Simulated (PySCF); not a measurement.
Consider methanesulfonic acid, `CS(=O)(=O)O` (CH4O3S). Atom numbers as in the mapped SMILES `[CH3:1][S:2](=[O:3])(=[O:4])[OH:5]`.

Level of theory: ωB97X-D3(BJ)/ma-def2-TZVP single points in PySCF, grid level 2; every species was optimised with PBE0-D3(BJ)/ma-def2-SVP. ωB97X-D3(BJ) is ωB97X-V with D3(BJ) in place of VV10. Thermal corrections: PBE0-D3(BJ)/ma-def2-SVP frequencies, unscaled, ideal gas at 298.15 K and 1 bar, quasi-RRHO entropy.

Problem. Rank these of its positions by gas-phase deprotonation enthalpy, most acidic first.
A. C1 (methyl carbon)
B. O5 (hydroxyl oxygen)

Solution. B (1340 kJ/mol), A (1530 kJ/mol).

Problem. For O5 (hydroxyl oxygen), what are ΔE (electronic) and ΔG(298 K) of the loss of the proton?

Solution. ΔE = 1366 and ΔG = 1315 kJ/mol, beside ΔH = 1340 kJ/mol. The product is `CS(=O)(=O)[O-]`.

Problem. Of those listed, which site of deprotonation is favoured in diethyl ether (IEF-PCM), and by how much?

Solution. O5 (hydroxyl oxygen), by 199 kJ/mol over C1 (methyl carbon); the gas phase favours the same one.
